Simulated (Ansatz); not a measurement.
hydrogen peroxide (SMILES OO) moved off its minimum; all values from Ansatz (an electronic-structure program), cores frozen in correlated methods.
(charge 0, multiplicity 1)
```xyz
4

O     -0.7784    -0.0211     0.2215
O      0.6322     0.0482    -0.2659
H     -1.1561     0.4442    -0.3330
H      1.2201     0.5210     0.4119
```

| level | largest force (eV/Å) | on atom | rms difference from CCSD(T)/aug-cc-pVTZ (eV/Å) | dipole (D) |
|---|---|---|---|---|
| HF/def2-TZVPP | 13.50 | O1 | 1.119 | 1.82 |
| PBE/def2-TZVPP | 14.23 | O1 | 0.235 | 1.68 |
| r2SCAN/def2-TZVPP | 13.85 | O1 | 0.097 | 1.71 |
| B3LYP/def2-TZVPP | 13.79 | O1 | 0.148 | 1.73 |
| wB97M-V/def2-TZVPP | 13.92 | O1 | 0.335 | 1.73 |
| MP2/aug-cc-pVTZ | 14.08 | O1 | 0.137 | 1.66 |
| CCSD(T)/aug-cc-pVTZ | 13.87 | O1 | 0.000 | 1.64 |

The differences count from one level among others, with limits of its own. Forces at CCSD(T)/aug-cc-pVTZ (eV/Å):

```json
[
 {"atom": "O1", "Fx": "7.250", "Fy": "-7.253", "Fz": "9.333"},
 {"atom": "O2", "Fx": "0.408", "Fy": "0.433", "Fz": "0.350"},
 {"atom": "H3", "Fx": "-5.653", "Fy": "7.545", "Fz": "-9.011"},
 {"atom": "H4", "Fx": "-2.005", "Fy": "-0.725", "Fz": "-0.672"}
]
```
